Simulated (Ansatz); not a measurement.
hcp Y was calculated with PBE in Ansatz (PAW).

Numerical settings: plane-wave cutoff 520 eV, 16×16×10 k mesh (along the axes of the cell as run), Fermi–Dirac smearing 0.1 eV, perturbation theory, force constants from a 4×4×2 q mesh, scalar-relativistic PAW data made under PBE.

Computed at the level's own relaxed cell.

```
Y
1.0
    3.65580     0.00000     0.00000
   -1.82790     3.16601     0.00000
    0.00000     0.00000     5.68125
Y
2
Direct
  0.66667   0.33333   0.75000
  0.33333   0.66667   0.25000
```

Harmonic phonon frequencies (cm⁻¹; i marks an imaginary mode):

```json
[
 {"q point": "Γ", "frequencies": "0 0 0 87 87 149"},
 {"q point": "A", "frequencies": "…"}
]
```

Q: Fill in the missing entries.

A: 
- A, frequencies: 62 62 62 62 108 108

No imaginary mode appears at these points.

Ansatz is an electronic-structure program.
